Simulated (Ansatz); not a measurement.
Structure relaxation of Be

Computed with DFT PBEsol, scalar-relativistic, plane waves, PAW in Ansatz 0.2.0. Cutoff 420 eV, Γ-centred k mesh, Gaussian smearing, no spin polarisation in the final step.

Be was placed on the alpha-boron structure type (R-3m, No. 166), at a guessed volume.

```
Be
1.0
     2.57941    1.48923    4.39894
    -2.57941    1.48923    4.39894
     0.00000   -2.97845    4.39894
Be
12
Direct
  0.01019 0.65361 0.01019
  0.01019 0.01019 0.65361
  0.65361 0.01019 0.01019
  0.98981 0.34639 0.98981
  0.34639 0.98981 0.98981
  0.98981 0.98981 0.34639
  0.22118 0.63060 0.22118
  0.22118 0.22118 0.63060
  0.63060 0.22118 0.22118
  0.77882 0.36940 0.77882
  0.36940 0.77882 0.77882
  0.77882 0.77882 0.36940
```

Cell and atoms relax at zero pressure; the relaxation can't lower the symmetry of the start. After a coarse first stage the cell is made exact in the group found at 0.06 Å.

Energies count from the standard state of Be at the same level.

**Question.** Which crystal results?

**Answer.** It keeps R-3m (No. 166), but not the shape of the type it started on. Conventional cell: a = 5.208 Å, c = 16.835 Å. Be on Wyckoff site h (6 atoms of the primitive cell) has 4 Be at 2.15–2.18 Å, 2 Be at 2.49 Å and 2 Be at 2.72 Å; Be on Wyckoff site h (6 atoms of the primitive cell) is coordinated by 7 Be at 2.02–2.18 Å.

```cif
data_structure
_symmetry_space_group_name_H-M 'R-3m:H'
_symmetry_Int_Tables_number 166
_cell_length_a 5.2075
_cell_length_b 5.2075
_cell_length_c 16.8349
_cell_angle_alpha 90.000
_cell_angle_beta 90.000
_cell_angle_gamma 120.000
_cell_volume 395.37
loop_
_atom_site_label
_atom_site_type_symbol
_atom_site_symmetry_multiplicity
_atom_site_Wyckoff_symbol
_atom_site_fract_x
_atom_site_fract_y
_atom_site_fract_z
_atom_site_occupancy
Be1 Be 18 h 0.17410 0.82590 0.89705 1
Be2 Be 18 h 0.53570 0.46430 0.69254 1
```

**Question.** What are its volume, energy, density and gap?

**Answer.** The volume per atom is 10.98 Å³. The density is 1.36 g/cm³ and the energy over the standard structure is 0.87 eV/atom. The gap on the 9×9×9 mesh is 0 eV (a metal).

The final run used a 9×9×9 mesh on its 12-atom cell and 0.10 eV smearing. The k mesh leaves about 4 meV/atom of noise in metals. Symmetry constrained the relaxation, so the result can be a saddle point.

This form isn't the element's structure at ambient conditions.